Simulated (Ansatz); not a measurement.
**C2H3O2− (SMILES [O-]C=CO): functionals against CCSD(T) at one geometry**

Aim: energy, forces and dipole at a frame of a short trajectory, from CCSD(T) and from density functionals.

The runs use Ansatz 0.2.0, Gaussian basis; single points in def2-TZVPPD.

Cores are frozen in the correlated methods.

1 further run of the same task is left out (it didn't finish).

### Step 1. Starting geometry

7 atoms, charge -1, spin multiplicity 1.

Atoms are counted from 1 here; the program's logs count them from 0.

Bond lengths: O1–C2 1.288 Å, C2–C3 1.369 Å, C2–H5 1.132 Å, C3–O4 1.438 Å, C3–H6 1.078 Å, O4–H7 1.034 Å. Angles: O1–C2–C3 128.8°, O1–C2–H5 115.8°, C3–C2–H5 115.3°, C2–C3–O4 118.5°, C2–C3–H6 127.6°, O4–C3–H6 112.8°, C3–O4–H7 101.1°.

Coordinates:

```xyz
7
charge -1, multiplicity 1
O    -1.4456   -0.8019   -0.5017
C    -0.7970    0.2016   -0.0202
C     0.5457    0.3216    0.2178
O     1.4213   -0.7204   -0.2450
H    -1.4227    1.0983    0.2743
H     1.0783    1.1973    0.5530
H     0.7420   -1.4668   -0.4673
```

### Step 2. PBE-D4/def2-TZVPPD

Input file run/in.yaml:

```yaml
crystal:
  periodic: [false, false, false]
  atoms:
    - {symbol: O, position_ang: [-1.445648, -0.801935, -0.501650]}
    - {symbol: C, position_ang: [-0.796961, 0.201557, -0.020232]}
    - {symbol: C, position_ang: [0.545662, 0.321603, 0.217844]}
    - {symbol: O, position_ang: [1.421348, -0.720414, -0.244973]}
    - {symbol: H, position_ang: [-1.422747, 1.098286, 0.274256]}
    - {symbol: H, position_ang: [1.078299, 1.197280, 0.553019]}
    - {symbol: H, position_ang: [0.741998, -1.466842, -0.467349]}
basis:
  gaussian: {orbitals: "def2-TZVPPD.json"}
total_charge: -1
hamiltonian: {xc: pbe, dispersion: d4}
output: {forces: true}
```

The basis file named in the input lies beside it (Basis Set Exchange, JSON).

The run is started by

```
> ansatz run in.yaml --threads 2 --pin off --events-out ev --progress --plain --max-ram 3481MiB
```

### Step 3. r2SCAN-D4/def2-TZVPPD

run/in.yaml: that of step 2 with these lines changed.

```diff
@@ -13,3 +13,3 @@
 total_charge: -1
-hamiltonian: {xc: pbe, dispersion: d4}
+hamiltonian: {xc: r2scan, dispersion: d4}
 output: {forces: true}
```

### Step 4. PBE0-D4/def2-TZVPPD

run/in.yaml: that of step 3 with these lines changed.

```diff
@@ -13,3 +13,3 @@
 total_charge: -1
-hamiltonian: {xc: r2scan, dispersion: d4}
-output: {forces: true}
+hamiltonian: {xc: pbe0, dispersion: d4}
+output: {forces: true, orbitals: {seedname: orbitals}}
```

### Step 5. wB97M-V/def2-TZVPPD

run/in.yaml: that of step 4 with these lines changed.

```diff
@@ -13,3 +13,3 @@
 total_charge: -1
-hamiltonian: {xc: pbe0, dispersion: d4}
-output: {forces: true, orbitals: {seedname: orbitals}}
+hamiltonian: {xc: {name: wB97M-V}}
+output: {forces: true}
```

### Step 6. CCSD(T)/def2-TZVPPD

run/in.yaml: that of step 5 with these lines changed.

```diff
@@ -13,3 +13,3 @@
 total_charge: -1
-hamiltonian: {xc: {name: wB97M-V}}
+correlation: {method: ccsd_t}
 output: {forces: true}
```

(Steps that only read results are left out.)

**Question.** What will these runs give? Wanted: RMS force component; RMS force error; HOMO and LUMO, PBE0-D4; T1 diagnostic.

As calculated:

| quantity | value |
| --- | --- |
| RMS force component | 0.704 to 0.900 eV/Å over the methods |
| RMS force error | PBE-D4 0.211, r2SCAN-D4 0.167, PBE0-D4 0.269, wB97M-V 0.201 eV/Å |
| HOMO and LUMO, PBE0-D4 | 0.58 and 4.33 eV |
| T1 diagnostic | 0.018 |

In words: For forces r2SCAN-D4 does best and PBE0-D4 worst. Frozen-core CCSD(T) forces in triple zeta carry basis errors of their own, and this is one geometry, so small gaps rank nothing.
